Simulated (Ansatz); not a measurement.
This Ansatz (a quantum-chemistry and plane-wave program) input (B3LYP/3-21G) gives -497.00998 Eh with 26 basis functions. A basis named .json is the Basis Set Exchange file of that set (core-valence sets with the plain set on hydrogen).

Ansatz 0.2 input:
```yaml
crystal:
  periodic: [false, false, false]
  atoms:
    - {symbol: C, position_ang: [0.01225366, -0.24478813, -1.08693639]}
    - {symbol: Cl, position_ang: [-0.00641773, 0.12820516, 0.56927130]}
    - {symbol: H, position_ang: [0.96940014, -0.33504208, -1.57184899]}
    - {symbol: H, position_ang: [-0.93382079, -0.37571690, -1.58414476]}
basis:
  gaussian:
    orbitals: 3-21G.json
hamiltonian:
  xc: {name: B3LYP}
magnetization: {spin_polarized: true, initial_magnetization: 1}
```

Change:
```diff
- orbitals: 3-21G.json
+ orbitals: aug-pcseg-1.json
```

Problem. What does the run give now?

Solution. -499.43660 Eh (B3LYP/aug-pcseg-1, 68 functions), a change of -2426.62 mEh.
